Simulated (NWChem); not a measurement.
Program: NWChem. System: H4Si, charge 0, spin multiplicity 1, at a geometry optimised with PBE0/def2-SVP. The structure started from a generated list of species. Level: TD-PBE0/6-31G* (spherical d).

Job file:

```
start mol
memory heap 200 mb stack 900 mb global 1100 mb
geometry units angstroms nocenter noautoz noautosym
  Si     0.000000     0.000000    -0.000000
  H      1.218746     0.000000     0.861824
  H     -1.218746     0.000000     0.861824
  H      0.000000    -1.218745    -0.861823
  H      0.000000     1.218745    -0.861823
end
basis spherical
  * library 6-31g*
end
dft
  xc pbe0
  semidirect memsize 60000000 filesize 0
  iterations 100
end
tddft
  rpa
  nroots 10
  notriplet
end
task tddft energy
```

Output (cleaned and shortened):

```
             Northwest Computational Chemistry Package (NWChem) 7.3.0
             --------------------------------------------------------

                                NWChem Input Module
                                -------------------

 Scaling coordinates for geometry "geometry" by  1.889725989
 (inverse scale =  0.529177249)

                             Geometry "geometry" -> ""
                             -------------------------

 Output coordinates in angstroms (scale by  1.889725989 to convert to a.u.)

  No.       Tag          Charge          X              Y              Z
 ---- ---------------- ---------- -------------- -------------- --------------
    1 Si                  14.0000     0.00000000     0.00000000     0.00000000
    2 H                    1.0000     1.21874600     0.00000000     0.86182400
    3 H                    1.0000    -1.21874600     0.00000000     0.86182400
    4 H                    1.0000     0.00000000    -1.21874500    -0.86182300
    5 H                    1.0000     0.00000000     1.21874500    -0.86182300

 Effective nuclear repulsion energy (a.u.)      21.1554661136

            Nuclear Dipole moment (a.u.)
            ----------------------------
        X                 Y               Z
 ---------------- ---------------- ----------------
     0.0000000000     0.0000000000     0.0000037795


 Summary of "ao basis" -> "" (spherical)
 ------------------------------------------------------------------------------
       Tag                 Description            Shells   Functions and Types
 ---------------- ------------------------------  ------  ---------------------
 *                           6-31g*                   on all atoms

                                 NWChem DFT Module
                                 -----------------

 Summary of "ao basis" -> "ao basis" (spherical)
 ------------------------------------------------------------------------------
       Tag                 Description            Shells   Functions and Types
 ---------------- ------------------------------  ------  ---------------------
 Si                          6-31g*                  8       18   4s3p1d
 H                           6-31g*                  2        2   2s

 Summary of "ao basis" -> "ao basis" (spherical)
 ------------------------------------------------------------------------------
       Tag                 Description            Shells   Functions and Types
 ---------------- ------------------------------  ------  ---------------------
 Si                          6-31g*                  8       18   4s3p1d
 H                           6-31g*                  2        2   2s

            General Information
            -------------------
          SCF calculation type: DFT
          Wavefunction type:  closed shell.
          No. of atoms     :     5
          No. of electrons :    18
           Alpha electrons :     9
            Beta electrons :     9
          Charge           :     0
          Spin multiplicity:     1
          Use of symmetry is: off; symmetry adaption is: off
          Maximum number of iterations: 100
          AO basis - number of functions:    26
                     number of shells:    16
          Convergence on energy requested:  1.00D-06
          Convergence on density requested:  1.00D-05
          Convergence on gradient requested:  5.00D-04

              XC Information
              --------------
                         PBE0 Method XC Functional
                     Hartree-Fock (Exact) Exchange  0.250
          PerdewBurkeErnzerhof Exchange Functional  0.750
            Perdew 1991 LDA Correlation Functional  1.000 local
           PerdewBurkeErnz. Correlation Functional  1.000 non-local

             Grid Information
             ----------------
          Grid used for XC integration:  medium
          Radial quadrature: Mura-Knowles
          Angular quadrature: Lebedev.
          Tag              B.-S. Rad. Rad. Pts. Rad. Cut. Ang. Pts.
          ---              ---------- --------- --------- ---------
          Si                  1.10       88           7.0       590
          H                   0.35       45           7.0       434
          Grid pruning is: on
          Number of quadrature shells:   268
          Spatial weights used:  Erf1

          Convergence Information
          -----------------------
          Convergence aids based upon iterative change in
          total energy or number of iterations.
          Levelshifting, if invoked, occurs when the
          HOMO/LUMO gap drops below (HL_TOL):  1.00D-02
          DIIS, if invoked, will attempt to extrapolate
          using up to (NFOCK): 10 stored Fock matrices.

                    Damping( 0%)  Levelshifting(0.5)       DIIS
                  --------------- ------------------- ---------------
          dE  on:    start            ASAP                start
          dE off:    2 iters        100 iters           100 iters

      Screening Tolerance Information
      -------------------------------
          Density screening/tol_rho:  1.00D-10
          AO Gaussian exp screening on grid/accAOfunc:  14
          CD Gaussian exp screening on grid/accCDfunc:  20
          XC Gaussian exp screening on grid/accXCfunc:  20
          Schwarz screening/accCoul:  1.00D-08

      Superposition of Atomic Density Guess
      -------------------------------------

 Sum of atomic energies:        -290.81023768

      Non-variational initial energy
      ------------------------------

 Total energy =    -290.995393
 1-e energy   =    -444.263685
[...]
     Transition Moments   XX -0.00000  XY  0.00000  XZ  0.00000
     Transition Moments   YY -0.00000  YZ  0.00000  ZZ  0.00000
     Dipole Oscillator Strength                    0.0000000007
     Electric Quadrupole                           0.0000000000
     Magnetic Dipole                               0.0000064775
     Total Oscillator Strength                     0.0000064782

          sigma_e =   1.9797 Angstrom
          sigma_h =   1.5373 Angstrom
         |d_h->e| =   0.4525 Angstrom
            d_exc =   2.4512 Angstrom
            d_CD1 =   0.8948 Angstrom
            d_CD2 =  -1.3060 Angstrom
            d_CD3 =   2.9037 Angstrom
     Pearson C.C. =   0.0787

     Occ.    7  a   ---  Virt.   10  a   -0.70651 X
     Occ.    9  a   ---  Virt.   12  a    0.70646 X
  ----------------------------------------------------------------------------
  Root   3 singlet a              0.355011202 a.u.                9.6604 eV
  ----------------------------------------------------------------------------
     Transition Moments    X -0.00000   Y -0.00006   Z -0.00000
     Transition Moments   XX -0.00000  XY  0.00000  XZ  0.00000
     Transition Moments   YY -0.00000  YZ -0.00000  ZZ  0.00000
     Dipole Oscillator Strength                    0.0000000008
     Electric Quadrupole                           0.0000000000
     Magnetic Dipole                               0.0000064775
     Total Oscillator Strength                     0.0000064783

          sigma_e =   1.9797 Angstrom
          sigma_h =   1.5373 Angstrom
         |d_h->e| =   0.4525 Angstrom
            d_exc =   2.4512 Angstrom
            d_CD1 =   0.8948 Angstrom
            d_CD2 =  -1.3060 Angstrom
            d_CD3 =   2.9037 Angstrom
     Pearson C.C. =   0.0787

     Occ.    7  a   ---  Virt.   11  a    0.70651 X
     Occ.    8  a   ---  Virt.   12  a   -0.70646 X
  ----------------------------------------------------------------------------
  Root   4 singlet a              0.363507141 a.u.                9.8915 eV
  ----------------------------------------------------------------------------
     Transition Moments    X  0.00000   Y  0.00000   Z -0.00000
     Transition Moments   XX  0.00003  XY  2.46147  XZ  0.00000
     Transition Moments   YY  0.00003  YZ -0.00000  ZZ -0.00006
     Dipole Oscillator Strength                    0.0000000000
     Electric Quadrupole                           0.0000015497
     Magnetic Dipole                               0.0000000000
     Total Oscillator Strength                     0.0000015497

          sigma_e =   2.0192 Angstrom
          sigma_h =   1.5642 Angstrom
         |d_h->e| =   0.0000 Angstrom
            d_exc =   2.4776 Angstrom
            d_CD1 =   0.4550 Angstrom
            d_CD2 =  -1.7917 Angstrom
            d_CD3 =   2.4776 Angstrom
     Pearson C.C. =   0.0610

     Occ.    8  a   ---  Virt.   10  a   -0.70711 X
     Occ.    9  a   ---  Virt.   11  a   -0.70711 X
  ----------------------------------------------------------------------------
  Root   5 singlet a              0.363518560 a.u.                9.8918 eV
  ----------------------------------------------------------------------------
     Transition Moments    X  0.00000   Y  0.00000   Z -0.00000
     Transition Moments   XX  1.42122  XY -0.00005  XZ  0.00000
     Transition Moments   YY  1.42121  YZ -0.00000  ZZ -2.84226
     Dipole Oscillator Strength                    0.0000000000
     Electric Quadrupole                           0.0000015499
     Magnetic Dipole                               0.0000000000
     Total Oscillator Strength                     0.0000015499

          sigma_e =   2.0192 Angstrom
          sigma_h =   1.5642 Angstrom
         |d_h->e| =   0.0000 Angstrom
            d_exc =   2.4776 Angstrom
            d_CD1 =   0.4551 Angstrom
            d_CD2 =  -1.7917 Angstrom
            d_CD3 =   2.4776 Angstrom
     Pearson C.C. =   0.0610

     Occ.    7  a   ---  Virt.   12  a    0.81623 X
     Occ.    8  a   ---  Virt.   11  a   -0.40852 X
     Occ.    9  a   ---  Virt.   10  a   -0.40853 X
  ----------------------------------------------------------------------------
  Root   6 singlet a              0.378597067 a.u.               10.3022 eV
  ----------------------------------------------------------------------------
     Transition Moments    X -0.00000   Y -0.00000   Z -0.00001
     Transition Moments   XX  0.20026  XY -0.00000  XZ  0.00000
     Transition Moments   YY  0.20027  YZ -0.00000  ZZ  0.20214
     Dipole Oscillator Strength                    0.0000000000
     Electric Quadrupole                           0.0000000000
     Magnetic Dipole                               0.0000000000
     Total Oscillator Strength                     0.0000000000

          sigma_e =   2.0826 Angstrom
          sigma_h =   1.5630 Angstrom
         |d_h->e| =   0.0000 Angstrom
            d_exc =   2.7767 Angstrom
            d_CD1 =   0.5196 Angstrom
            d_CD2 =  -1.8228 Angstrom
            d_CD3 =   2.7767 Angstrom
     Pearson C.C. =  -0.1428

     Occ.    6  a   ---  Virt.   13  a    0.05779 X
     Occ.    7  a   ---  Virt.   12  a   -0.57639 X
     Occ.    8  a   ---  Virt.   11  a   -0.57579 X
     Occ.    9  a   ---  Virt.   10  a   -0.57579 X
  ----------------------------------------------------------------------------
  Root   7 singlet a              0.402808623 a.u.               10.9610 eV
  ----------------------------------------------------------------------------
     Transition Moments    X  0.00002   Y -0.00007   Z  0.96250
     Transition Moments   XX -0.51583  XY  0.00000  XZ -0.00001
     Transition Moments   YY  0.51585  YZ -0.00004  ZZ -0.00001
     Dipole Oscillator Strength                    0.2487752267
     Electric Quadrupole                           0.0000000926
     Magnetic Dipole                               0.0000000000
     Total Oscillator Strength                     0.2487753193

          sigma_e =   2.0308 Angstrom
          sigma_h =   1.5632 Angstrom
         |d_h->e| =   0.0001 Angstrom
            d_exc =   2.6853 Angstrom
            d_CD1 =   0.4677 Angstrom
            d_CD2 =  -1.7969 Angstrom
            d_CD3 =   2.6854 Angstrom
     Pearson C.C. =  -0.1013

     Occ.    7  a   ---  Virt.   13  a   -0.40896 X
     Occ.    7  a   ---  Virt.   18  a    0.06316 X
     Occ.    8  a   ---  Virt.   11  a   -0.64310 X
     Occ.    9  a   ---  Virt.   10  a    0.64309 X
  ----------------------------------------------------------------------------
  Root   8 singlet a              0.402815423 a.u.               10.9612 eV
  ----------------------------------------------------------------------------
     Transition Moments    X  0.96226   Y -0.01528   Z -0.00002
     Transition Moments   XX  0.00001  XY  0.00000  XZ -0.51585
     Transition Moments   YY -0.00001  YZ -0.00819  ZZ  0.00000
     Dipole Oscillator Strength                    0.2487188827
     Electric Quadrupole                           0.0000000926
     Magnetic Dipole                               0.0000000000
     Total Oscillator Strength                     0.2487189754

          sigma_e =   2.0139 Angstrom
          sigma_h =   1.5186 Angstrom
         |d_h->e| =   0.6322 Angstrom
            d_exc =   2.6853 Angstrom
            d_CD1 =   1.1276 Angstrom
            d_CD2 =  -1.1340 Angstrom
            d_CD3 =   3.3175 Angstrom
     Pearson C.C. =  -0.0734

     Occ.    7  a   ---  Virt.   10  a    0.64302 X
     Occ.    8  a   ---  Virt.   19  a    0.05469 X
     Occ.    9  a   ---  Virt.   12  a    0.64303 X
     Occ.    9  a   ---  Virt.   13  a   -0.40898 X
  ----------------------------------------------------------------------------
  Root   9 singlet a              0.402815438 a.u.               10.9612 eV
  ----------------------------------------------------------------------------
     Transition Moments    X -0.01528   Y -0.96225   Z -0.00007
     Transition Moments   XX  0.00004  XY  0.00000  XZ  0.00819
     Transition Moments   YY -0.00004  YZ -0.51587  ZZ -0.00000
     Dipole Oscillator Strength                    0.2487156746
     Electric Quadrupole                           0.0000000926
     Magnetic Dipole                               0.0000000000
     Total Oscillator Strength                     0.2487157672

          sigma_e =   2.0139 Angstrom
          sigma_h =   1.5186 Angstrom
         |d_h->e| =   0.6322 Angstrom
            d_exc =   2.6853 Angstrom
            d_CD1 =   1.1275 Angstrom
            d_CD2 =  -1.1340 Angstrom
            d_CD3 =   3.3175 Angstrom
     Pearson C.C. =  -0.0734

     Occ.    7  a   ---  Virt.   11  a    0.64302 X
     Occ.    8  a   ---  Virt.   12  a    0.64303 X
     Occ.    8  a   ---  Virt.   13  a    0.40898 X
     Occ.    9  a   ---  Virt.   19  a   -0.05469 X
  ----------------------------------------------------------------------------
  Root  10 singlet a              0.457348768 a.u.               12.4451 eV
  ----------------------------------------------------------------------------
     Transition Moments    X  1.67542   Y -0.00099   Z -0.00006
     Transition Moments   XX -0.00006  XY -0.00000  XZ  1.68274
     Transition Moments   YY  0.00006  YZ  0.00099  ZZ  0.00000
     Dipole Oscillator Strength                    0.8558624667
     Electric Quadrupole                           0.0000014425
     Magnetic Dipole                               0.0000000000
     Total Oscillator Strength                     0.8558639092

          sigma_e =   1.9414 Angstrom
          sigma_h =   1.4789 Angstrom
         |d_h->e| =   0.6652 Angstrom
            d_exc =   2.5370 Angstrom
            d_CD1 =   1.1277 Angstrom
            d_CD2 =  -1.0449 Angstrom
            d_CD3 =   3.2023 Angstrom
     Pearson C.C. =  -0.0066

     Occ.    6  a   ---  Virt.   10  a   -0.06579 X
     Occ.    7  a   ---  Virt.   10  a    0.27921 X
     Occ.    9  a   ---  Virt.   12  a    0.27922 X
     Occ.    9  a   ---  Virt.   13  a    0.89579 X
     Occ.    9  a   ---  Virt.   14  a   -0.19526 X

              Target root =      1
          Target symmetry = none
      Ground state energy =   -291.724580468774
        Excitation energy =      0.355002489138
     Excited state energy =   -291.369577979636

  stored tddft:energy   -291.36957797963566

 Task  times  cpu:       12.2s     wall:       12.2s

 Total times  cpu:       12.3s     wall:       12.3s
```
